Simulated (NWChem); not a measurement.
# Lowest excitation of nitrogen (N2)

SMILES: N#N
```xyz
2

N      0.0000     0.0000     0.5502
N      0.0000     0.0000    -0.5502
```
Charge 0, spin multiplicity 1.

Everything below was run with NWChem. Structure: optimised with B3LYP/def2-SVP, a minimum by its harmonic frequencies.

Basis set: aug-cc-pVDZ. CR-EOMCCSD(T) is the triples correction to the same EOM-CCSD root.

| method | lowest vertical singlet excitation energy (eV) | difference from EOM-CCSD |
|---|---|---|
| CIS | 8.46 | -1.04 |
| TD-PBE | 9.07 | -0.43 |
| TD-B3LYP | 9.23 | -0.27 |
| TD-CAM-B3LYP | 9.18 | -0.32 |
| EOM-CCSD | 9.50 | 0.00 |
| CR-EOMCCSD(T) | 9.32 | -0.18 |

The values span 1.04 eV, from CIS (lowest) to EOM-CCSD (highest). 

The correlated methods keep 2 core orbitals frozen. B3LYP has NWChem's definition, with VWN1-RPA local correlation. No row is a measurement; the coupled-cluster row has its own basis-set and correlation limits.
